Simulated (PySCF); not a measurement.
**CS$_{2}$: calculation and literature**

Atom-mapped SMILES (the numbers label the heavy atoms): `[S:1]=[C:2]=[S:3]`.

Method: PBE0-D3(BJ)/def2-SVP geometry, GIAO PBE0/pcSseg-1 shieldings, in PySCF 2.14.0 with density-fitted response routines (no relativistic terms, gas phase, fast rotation and ring inversion assumed for equivalent nuclei, one computed conformer).

Reference values: measured (gas; Olsson, Cremer, J. Chem. Phys. 1996, 105, 8995 (gas-phase data of Jameson 1987, Jameson 1981, Wasylishen 1984)).
```json
{"atoms": "C2", "quantity": "δ 13C vs CH4 (gas)", "reference": "203.1", "computed": "212.1"}
```

Reference values: measured (solution, C6D6, 298 K; Fulmer et al., Organometallics 2010, 29, 2176).
```
atoms  quantity  reference  computed  computed, scaled
   C2     δ 13C      192.7     207.7             200.2
```

Reference values: measured (I. P. Gerothanassis, L. B. Krivdin, Molecules 29 (2024) 3301).
| atoms | quantity | reference | computed | computed, scaled |
| --- | --- | --- | --- | --- |
| S1/S3 | δ 33S vs sulfate scale | -332.0 | – | -314.3 |

Reference values: measured (solution, CD2Cl2, 298 K; Fulmer et al., Organometallics 2010, 29, 2176).
```
atoms  quantity  reference  computed  computed, scaled
   C2     δ 13C      192.9     207.7             200.2
```

Reference values: measured (solution, CD3OD, 298 K; Fulmer et al., Organometallics 2010, 29, 2176).
```tsv
atoms	quantity	reference	computed	computed, scaled
C2	δ 13C	193.8	207.7	200.2
```

Reference values: measured (solution, toluene-d8, 298 K; Fulmer et al., Organometallics 2010, 29, 2176).
```tsv
atoms	quantity	reference	computed	computed, scaled
C2	δ 13C	192.7	207.7	200.2
```

Computed shifts are σ(ref) − σ with the named reference compound (TMS for H and C) calculated as an isolated molecule at the same level. The measured values may be among those fitted. Expected solution values come from regression of measured δ (H and C: mostly CDCl3, vs TMS) on computed σ: 13C (scatter 1.9 ppm rms, 2.3 ppm with the 23 outliers that the fit left out); 33S (scatter 32.3 ppm rms vs sulfate, solution or neat liquid). A few per cent of atoms miss by over 2 rms, more outside the fitted compound classes.

Question: How far are the unscaled 13C shifts from the references?

Answer: Mean signed difference +13.54 ppm, mean absolute 13.54 ppm over 5 comparisons; the largest is +15.0 ppm at C2 (central carbon of a heterocumulene).

6 of the 14 published NMR values on file for this molecule are compared. The rest: values from further sources.
